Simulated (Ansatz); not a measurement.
[H···H···Br], doublet: transfer scan

Starting geometry:

```xyz
3

H     0.0000    0.0000   -1.1120
H     0.0000    0.0000   -0.3670
Br    0.0000    0.0000    1.4790
```

From there H2 is moved from one fragment to the other while all else, the fragments' distance too, stays fixed; atoms are numbered as listed. Energies are in eV, counted from the starting geometry at the same level. Kohn–Sham curves are unrestricted where that lies lower.

Basis cc-pVDZ; Ansatz 0.2.0. Correlated methods freeze the noble-gas cores and the filled d shells of p-block atoms. No spin–orbit coupling is included, and no scalar relativity.

In so small a basis the reference is far from its limit while semilocal and hybrid functionals are nearer theirs (RPA and double hybrids share much of the reference's basis error), so the functionals' errors here hold much of the reference's basis and frozen-core error, which can add to them or hide them.

Full CI is exact within this basis and frozen core; it isn't the basis-set limit.

```csv
distance H1-H2 (Å),full CI,PBE,r2SCAN,PBE0,B3LYP,BHLYP,wB97M-V,B2PLYP,RPA-PBE
0.693,0.075,0.142,0.121,0.117,0.109,0.079,0.089,0.089,0.074
0.745,0.000,0.000,0.000,0.000,0.000,0.000,0.000,0.000,0.000
0.790,0.009,-0.048,-0.033,-0.028,-0.020,0.004,-0.004,-0.005,0.010
0.835,0.060,-0.051,-0.024,-0.012,0.004,0.051,0.036,0.033,0.064
0.880,0.132,-0.025,0.009,0.030,0.054,0.120,0.100,0.094,0.142
0.926,0.213,0.019,0.055,0.084,0.119,0.198,0.175,0.164,0.232
0.971,0.285,0.070,0.101,0.139,0.186,0.271,0.247,0.231,0.319
1.016,0.345,0.125,0.146,0.191,0.252,0.335,0.312,0.289,0.397
1.061,0.392,0.183,0.192,0.241,0.316,0.391,0.369,0.341,0.465
```

Q: Judged by the spread of the error over the points with a reference (largest less smallest), which of these follows full CI best and which worst?

A: Subtracting the full CI column from each: best BHLYP (errors from -0.014 to 0.004, spread 0.018 eV), worst PBE (from -0.220 to 0.066, spread 0.286 eV). Functionals and wave-function methods converge differently with the basis, so part of this is basis effect.
